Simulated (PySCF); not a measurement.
# Homolysis of methanesulfonic acid, bond by bond

System: methanesulfonic acid, `CS(=O)(=O)O` (CH4O3S). Numbering: `[CH3:1][S:2](=[O:3])(=[O:4])[OH:5]`

Computed at PBE0-D3(BJ)/def2-TZVP // PBE0-D3(BJ)/def2-SVP with PySCF (density fitting, grid level 2). Thermal corrections: GFN2-xTB frequencies, unscaled, ideal gas at 298.15 K and 1 bar, quasi-RRHO entropy. These were taken at the GFN2-xTB minima.

| bond | r / Å | radicals | BDE(298 K) / eV | BDFE / eV | D₀ / eV | Dₑ / eV |
| --- | --- | --- | --- | --- | --- | --- |
| C1–S2 | 1.772 | CH3• + `[O][S@@](=O)O` | 3.36 | 2.86 | 3.31 | 3.54 |
| S2–O5 | 1.627 | `C[S@]([O])=O` + OH• | 3.80 | 3.29 | 3.74 | 3.94 |
| C1–H | 1.096 | `[CH2]S(=O)(=O)O` + H• | 4.38 | 4.00 | 4.31 | 4.70 |
| O5–H | 0.970 | `CS([O])(=O)=O` + H• | 5.15 | 4.83 | 5.10 | 5.42 |

Homolysis to relaxed radicals in the gas phase; the table need not hold every single bond outside rings.

Weakest of these: C1–S2 (3.36 eV); strongest: O5–H (5.15 eV).

Note: radicals beside a multiple bond are drawn in one resonance form, and their spin spreads.

Run with `OMP_NUM_THREADS=1 python redox_run.py task.json out` on 1 thread of Intel Xeon 6975P-C, a shared host. Structures, frequencies and single points: 100 s of wall time.
